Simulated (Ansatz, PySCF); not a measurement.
Ligands exchanged one at a time, Si Br-H. Isolated molecules, 0 K electronic values unless said otherwise. Strings in code marks are SMILES.

Quantity: vertical ionisation energy (energy after one electron is removed minus that of the parent at the parent's geometry), in eV.

Level 1: frozen-core MP2/cc-pVTZ // r2SCAN-D4/def2-TZVP (Ansatz, a quantum-chemistry and plane-wave program)
Level 2: minus the HOMO energy of B3LYP/6-31G* // r2SCAN-D4/def2-TZVP (PySCF)
Level 3: minus the HOMO energy of PBE-D3(BJ)/def2-TZVP // r2SCAN-D4/def2-TZVP (PySCF)
Level 4: HF/6-31G* // r2SCAN-D4/def2-TZVP (PySCF)

```json
[
 {"species": "`[SiH4]`", "level 1": "12.82", "level 2": "9.61", "level 3": "8.51", "level 4": "12.15"},
 {"species": "`[SiH3]Br`", "level 1": "11.12", "level 2": "8.09", "level 3": "7.21", "level 4": "10.13"}
]
```
